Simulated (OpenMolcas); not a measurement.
# Potential curves of CO: spin-free states

Calculated with OpenMolcas 26.06: state-averaged CASSCF(8,7) over O 2p, C 2s 2p, XMS-CASPT2 (IPEA 0.25, imaginary shift 0.2 hartree), scalar X2C, ANO-RCC-VTZP, then RASSI spin–orbit state interaction with atomic mean-field integrals. C2 symmetry about the axis (a holds Σ, Δ, Γ; b holds Π, Φ, H; Σ⁺ and Σ⁻ are not told apart); roots by multiplicity and irrep: 1a 1, 3b 2, 3a 3, 1b 2.

XMS-CASPT2 energies in eV from the lowest point. Curves are followed by energy order within each symmetry, so they are adiabatic and may change character at avoided crossings; Σ⁺ and Σ⁻ are counted together.

```tsv
R (Å)	(1)1Σ	(1)3Π	(1)3Σ	(1)3Δ	(1)1Π
0.972	2.318	9.866	14.232	15.149	12.423
1.028	0.855	7.842	11.393	12.300	10.327
1.079	0.206	6.729	9.627	10.511	9.132
1.130	0.000	6.093	8.409	9.270	8.402
1.187	0.134	5.801	7.530	8.358	7.996
1.243	0.521	5.806	7.012	7.805	7.872
1.322	1.316	6.110	6.698	7.440	8.000
1.424	2.534	6.797	6.730	7.413	8.432
1.582	4.450	8.015	7.246	7.842	9.275
```

Q: With masses 15.995 and 12.000 u, fit the curves (1)1Σ, (1)3Π, (1)3Σ, (1)1Π near their minima.

A: At XMS-CASPT2, Te from the lowest curve (the fit fixes ωe to a per cent or two; the method's Re and ωe can be off by some per cent):

```tsv
curve	Te (cm⁻¹)	Re (Å)	ωe (cm⁻¹)
(1)1Σ	0	1.135	2138.6
(1)3Π	46580	1.213	1711.4
(1)3Σ	53780	1.361	1220.7
(1)1Π	63510	1.248	1485.2
```

Only roots inside an energy window near the equilibrium distance were included, so the list of states is not complete; labels number the states computed. Each spin and symmetry block has orbitals of its own, averaged over its own roots, so gaps between blocks are less sure than gaps within one and near the minimum can be off by tenths of an eV, in bad cases by more. No Rydberg orbitals are active, so Rydberg states, and σ→σ* states whose orbital the CASSCF left unused, can be missing between those listed. CASPT2 splits the two components of degenerate states numerically, here by up to 14 cm⁻¹. Points that failed a check (symmetry, reference weights, a jump) are left out.
